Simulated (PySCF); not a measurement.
Saddle point of CH9NSi, closed shell (CH₆Si ([CH3][SiH3]) + NH₃ → SiNH₅ ([NH2][SiH3]) + CH₄; bonds formed: Si1–N7, C2–H6; bonds broken: Si1–C2, H6–N7), PBE0-D4/def2-TZVP structure:

```
atom    x (Å)    y (Å)    z (Å)
 Si1  -0.9881   0.0295  -0.4601
  C2   0.7409  -1.0780   0.6791
  H3  -1.9450   0.9302  -1.2223
  H4  -1.7811  -0.2327   0.7643
  H5  -0.7532  -1.0262  -1.4755
  H6   0.8000   0.4362   0.2756
  N7   0.3296   1.3524  -0.2709
  H8   1.1021  -0.8607   1.6945
  H9   1.5946  -1.4396   0.0912
 H10   0.0589  -1.9256   0.7849
 H11   0.7759   1.6464  -1.1328
 H12   0.0654   2.1679   0.2719
```

Energies are electronic, without zero-point energy. Barriers and step energies count from the start structure reached by relaxing down the imaginary mode; all methods use the PBE0-D4 structures, on which another method's saddle can fall below an end. Program: PySCF 2.14 with density fitting (its default auxiliary sets; JK sets also for MP2 and CCSD(T)). Basis: def2-TZVPP, with def2-QZVPP for the basis limit. Cores are frozen in the correlated methods. B3LYP uses VWN-RPA correlation. Extrapolation: Hartree–Fock as exp(−7.88 √X), correlation as X^−2.97.

| method | barrier (kJ/mol) | step energy (kJ/mol) |
| --- | --- | --- |
| SPW92 | 163.3 | -34.0 |
| PBE-D4 | 195.8 | -35.4 |
| r2SCAN-D4 | ? | -41.2 |
| PBE0-D4 | ? | -37.8 |
| B3LYP-D4 | ? | -44.0 |
| BHLYP-D4 | 242.9 | -47.1 |
| wB97M-V | 223.4 | -40.6 |
| HF | 292.6 | -54.8 |
| MP2 | 223.0 | -43.6 |
| CCSD | 240.5 | -43.2 |
| CCSD(T) | 230.1 | -41.6 |

**Question.** Fill in the withheld barriers. (To be estimated.)

**Answer.** By the calculation: r2SCAN-D4 208.9; B3LYP-D4 224.7; PBE0-D4 210.5 kJ/mol. Each is the energy of the saddle less that of the start structure, by the same method.

For comparison, the barrier by CCSD(T) at an estimated basis limit (MP2 extrapolated from triple and quadruple zeta, plus CCSD(T) − MP2 in triple zeta) is 228.1 kJ/mol.

The T1 diagnostic stays at or below 0.011.

Labels in which every atom is bracketed show which atoms are joined, not bond orders.

For scale, one of the runs: CCSD(T)/def2-TZVPP, 230 basis functions, launched by `OMP_NUM_THREADS=4 python run.py`. Time: 11 min of wall clock on 4 CPU threads of an Arm Neoverse V2; the host was shared. Peak host memory: 3.5 GiB.
